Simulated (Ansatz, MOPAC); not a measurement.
Species: C₃H₇O, charge 0, multiplicity 2. SMILES: [CH2]OCC

Atoms: O1, C2, C3, C4, H5, H6, H7, H8, H9, H10, H11. Bonds: O1-C2, O1-C3, C2-C4, C2-H5, C2-H6, C3-H7, C3-H8, C4-H9, C4-H10, C4-H11.

Bond lengths (Å) and angles (degrees) optimised at PM3 with MOPAC; PM6 with MOPAC; PBE/6-31G* with Ansatz (an electronic-structure program), each started from the B3LYP-D3(BJ)/def2-TZVP structure (Ansatz) of the last column. A row stands for all coordinates that are equal there; 11 of 22 kinds are shown. 6-31G* holds six Cartesian d functions. No wavenumbers were computed at PM6, PBE/6-31G*, so these may be saddle points.

```
coordinate    PM3             PM6  PBE/6-31G*  B3LYP-D3(BJ)/def2-TZVP
----------  -----  --------------  ----------  ----------------------
O1-C2       1.433           1.471       1.435                   1.429
O1-C3       1.337           1.340       1.365                   1.351
C2-C4       1.516           1.515       1.520                   1.511
C2-H5       1.107           1.102       1.108                   1.095
C2-H6       1.107           1.102       1.111                   1.096
C3-H7       1.081           1.059       1.099                   1.084
C3-H8       1.079           1.066       1.092                   1.079
C4-H9       1.098  1.095 to 1.099       1.103                   1.091
C2-O1-C3    115.1           115.5       114.4                   115.6
O1-C2-C4    107.1           103.7       108.3                   108.6
O1-C2-H5    109.7           108.2       109.2                   108.9
```

A range marks coordinates that this level makes unequal.

Mean signed difference of all 10 bond lengths from B3LYP-D3(BJ)/def2-TZVP: PM3 0.003 Å, PM6 0.003 Å, PBE/6-31G* 0.012 Å.
